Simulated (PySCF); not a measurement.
**Orbital energies, ionisation energy and electron affinity**

Species: vinylcyanoacetylene, C₅H₃N.
SMILES with atom numbers: `[CH2:1]=[CH:2][C:3]#[C:4][C:5]#[N:6]` (hydrogens: H7, H8 on C1; H9 on C2)

Geometry (PBE0-D3(BJ)/def2-SVP, Å), atoms numbered from 1 in this order:
```xyz
9
C5H3N angstrom
C     -1.6103   -1.0007   -0.5726
C     -0.4853   -1.0416    0.1580
C      0.4080    0.0509    0.2879
C      1.1881    0.9807    0.4096
C      2.0654    2.0270    0.5445
N      2.8104    2.9137    0.6588
H     -1.9031   -0.1005   -1.1184
H     -2.2628   -1.8740   -0.6381
H     -0.2104   -1.9554    0.6977
```

Level: PBE0/def2-SVPD (PySCF). Frontier orbitals with their largest atomic shares (Löwdin; up to four atoms above 4 %):

| orbital | ε (eV) | main atoms |
| --- | --- | --- |
| HOMO−3 | -10.79 | N6 82 %, C5 17 % |
| HOMO−2 | -10.11 | C2 24 %, N6 20 %, C5 16 %, C1 15 % |
| HOMO−1 | -8.58 | C3 28 %, C4 27 %, N6 22 %, C5 14 % |
| HOMO | -7.88 | ? |
| LUMO | -2.38 | C1 26 %, C2 16 %, C3 15 %, C4 14 % |
| LUMO+1 | -1.41 | C3 24 %, N6 24 %, C4 20 %, C5 19 % |
| LUMO+2 | 0.46 | C2 23 %, N6 18 %, C5 16 %, C1 14 % |

Task: What vertical ionisation energy does ΔSCF give, and how far is −ε(HOMO) from it?

Result: ΔSCF: 9.82 eV (948 kJ/mol; threshold wavelength 126 nm); ⟨S²⟩ of the doublet left behind is 0.780, against 0.75 for a pure doublet. −ε(HOMO) is 7.88 eV, 1.94 eV below it. For the exact functional −ε(HOMO) would equal the first vertical ionisation energy; PBE0 (global hybrid, 25 % exact exchange) falls short of its own ΔSCF value by 20 %.

Task: On which atoms does the HOMO lie?

Result: C1 (terminal =CH2 carbon) 22 %, C4 (alkyne carbon) 21 %, C3 (alkyne carbon) 17 %, C2 (alkene CH carbon) 15 %, so no atom holds as much as 40 %. The HOMO−1 lies 0.70 eV lower.

Task: And the vertical electron affinity, the fundamental gap, Mulliken's electronegativity and the hardness (with the factor ½)?

Result: EA = 0.56 eV by ΔSCF (−ε(LUMO) = 2.38 eV). IE − EA = 9.26 eV against an orbital gap of 5.50 eV; (IE + EA)/2 = 5.19 eV; (IE − EA)/2 = 4.63 eV. Parr's electrophilicity index (IE + EA)²/[8(IE − EA)] is 1.45 eV.

Task: What kinetic energy would electrons from this vertical process carry with 118.2 nm light (10.49 eV)?

Result: 10.49 − 9.82 = 0.67 eV.

Task: Shift the occupied levels rigidly so that −ε(HOMO) equals the ΔSCF value. What binding energies result?

Result: The shift is +1.94 eV: HOMO 9.82, HOMO−1 10.52, HOMO−2 12.05, HOMO−3 12.73 eV. A rigid shift is only a rough guide to the deeper ionisations.

Task: The lowest singlet excitation (vertical TDDFT, same level) lies at 4.51 eV. How far is it below IE − EA?

Result: IE − EA = 9.26 eV, so by 4.75 eV.

Isolated species at its PBE0-D3(BJ)/def2-SVP geometry, gas phase.

These values come from a run that also computed excited states and ΔSCF ions. The run took 51 s (with the writing of density and orbital grids) on an Arm Neoverse V2 with one thread, on a shared host, and the process peaked at 0.63 GiB of memory.
